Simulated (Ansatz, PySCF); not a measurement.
Species: C2H3, charge 0, multiplicity 2. It need not be the lowest isomer of its formula. 
Geometry from a B3LYP-D3(BJ)/def2-TZVP (Ansatz, a quantum-chemistry and plane-wave program) optimisation:
SMILES: [CH]=C
```xyz
5

C      0.0510    -0.5838    -0.0118
C      0.0446     0.7173     0.0179
H     -0.8735    -1.1638    -0.0541
H      0.9720    -1.1602     0.0038
H     -0.6722     1.5232     0.0139
```
Charge 0, spin multiplicity 2.
Markedly spin-contaminated UHF reference, which strains HF, MP2 and, less, CCSD(T): [CH]=C.

Property: enthalpy of formation at 298 K (from the atomisation energy, B3LYP-D3(BJ)/def2-TZVP harmonic zero-point and thermal terms from PySCF, and the atoms' enthalpies of formation in the G2/97 table; no spin-orbit terms, and no core term in the frozen-core levels), in kcal/mol. Valence correlation only, unless marked. UHF or UKS for open shells. Spin-orbit coupling is left out. No relativistic terms. The coupled-cluster limit lacks core correlation, which all-electron functionals hold. CBS marks a two-point X^-3 extrapolation of the correlation energy; Hartree-Fock from the larger set.

Measured: 71.6 kcal/mol (G2/97 table in ASE (Curtiss et al.)); it holds spin-orbit and relativistic effects, which these rows lack, and core correlation, which the frozen-core levels lack. This is an older compilation, not checked against later work.

```csv
level,program,enthalpy of formation at 298 K (kcal/mol),error against measurement
HF/def2-SVP,Ansatz,174.1,102.5
HF/def2-TZVPPD,Ansatz,179.2,107.6
revPBE-D4/def2-TZVPD,Ansatz + dftd4,68.6,-3.0
PBE0-D4/def2-TZVP,Ansatz + dftd4,66.8,-4.8
BHLYP/def2-TZVPD,Ansatz,82.7,11.1
PW6B95/def2-TZVPD,PySCF,69.8,-1.8
MN15/def2-TZVPD,PySCF,72.6,1.0
LC-wPBE/def2-TZVPD,Ansatz,71.4,-0.2
wB97M-V/def2-TZVPD,Ansatz,71.5,-0.1
MP2/def2-SVPD,Ansatz,90.2,18.6
MP2/aug-cc-pVTZ,Ansatz,82.7,11.1
RI-MP2/aug-cc-pVQZ,Ansatz,77.6,6.0
RI-MP2/def2-TZVPP,Ansatz,83.9,12.3
SCS-MP2/6-31G*,Ansatz,117.5,45.9
CCSD/def2-SVPD,Ansatz,93.4,21.8
CCSD/cc-pVTZ,Ansatz,89.1,17.5
CCSD(T)/6-31G,Ansatz,126.0,54.4
CCSD(T)/cc-pVTZ,Ansatz,83.1,11.5
CCSD(T)/def2-QZVPP,Ansatz,76.8,5.2
CCSDT/cc-pVDZ,Ansatz,105.1,33.5
"CCSD(T)/CBS(cc-pVTZ,cc-pVQZ)",Ansatz,73.0,1.4
```
